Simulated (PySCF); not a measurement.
**Chlorine: highly charged ions in a basis for the neutral atom**

Cl(10+) [He] 2s2 2p3, Cl(11+) [He] 2s2 2p2. Computed with PySCF 2.14 in def2-SVP (4s3p1d, 18 functions), with the non-relativistic Hamiltonian (point nucleus). No spin-orbit coupling, so a gap to NIST mixes the basis error with missing relativistic terms.

Changed run: basis of the neutral atom used for a highly charged ion. This setting is unsound on purpose.

```tsv
species	method	sound run (hartree)	changed run (hartree)	converged
Cl(10+)	UHF	not run	-400.05549	yes
Cl(10+)	PBE0	not run	-400.12341	yes
Cl(10+)	LDA	not run	-398.78556	yes
Cl(11+)	UHF	not run	-380.38527	yes
Cl(11+)	PBE0	not run	-380.44709	yes
Cl(11+)	LDA	not run	-379.11652	yes
```

Ionisation energy of Cl(10+):

| method | changed run (eV) | NIST (eV) |
| --- | --- | --- |
| UHF | 535.25 | 530 ± 0.4 |
| PBE0 | 535.42 | 530 ± 0.4 |
| LDA | 535.22 | 530 ± 0.4 |

The contracted functions were made for the neutral atom and can be too rigid for a highly charged ion.
